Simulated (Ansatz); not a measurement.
in.yaml

```yaml
crystal:
  periodic: [false, false, false]
  atoms:
    - {symbol: H, position_ang: [0.000000, 0.000000, -1.067000]}
    - {symbol: H, position_ang: [0.000000, 0.000000, -0.277000]}
    - {symbol: Cl, position_ang: [0.000000, 0.000000, 1.344000]}
basis:
  gaussian: {orbitals: cc-pVDZ}
magnetization: {spin_polarized: true, initial_magnetization: 1}
hamiltonian: {xc: {name: B2PLYP}}
correlation: {electrons: outside_noble_gas}
```

```sh
$ ansatz run in.yaml --threads 1 --pin off --events-out ev --progress --plain --max-ram 2816MiB --backend cpu
```

The program prints:

```
280 factors; integrals over basis functions are off by at most 1.5e-3 eV
mean field evaluation 1: about -12547.0739 eV, gradient 4.6e0 eV
mean field evaluation 2: about -12547.0740 eV, gradient 4.6e0 eV
mean field evaluation 4: about -12547.2839 eV, gradient 7.5e-1 eV
mean field evaluation 8: about -12547.2905 eV, gradient 5.6e-3 eV
mean field evaluation 16: about -12547.2905 eV, gradient 6.0e-6 eV
mean field -12547.29054771 eV, -461.1044227695 hartree, gradient 6.0e-6 eV, S^2 0.762700; 2 other end points of the search recorded, 0 dependent functions left out
5 core orbitals not correlated: weight in the atoms' cores, before any rotation towards them, 1.000 or more for the frozen orbitals, at most 0.000 for the correlated occupied ones
reference -12547.29063947 eV, -461.1044261414 hartree; 5, 4 occupied and 18, 19 virtual orbitals, 280 factors
second order -4.94653520 eV of doubles, -0.00000000 eV of singles
Total energy: -12548.62620397 eV, -461.1535072317 hartree
```

Ran on 1 thread of AMD EPYC 7R13, shared host: 0.46 s wall, 0.13 GiB peak host memory.
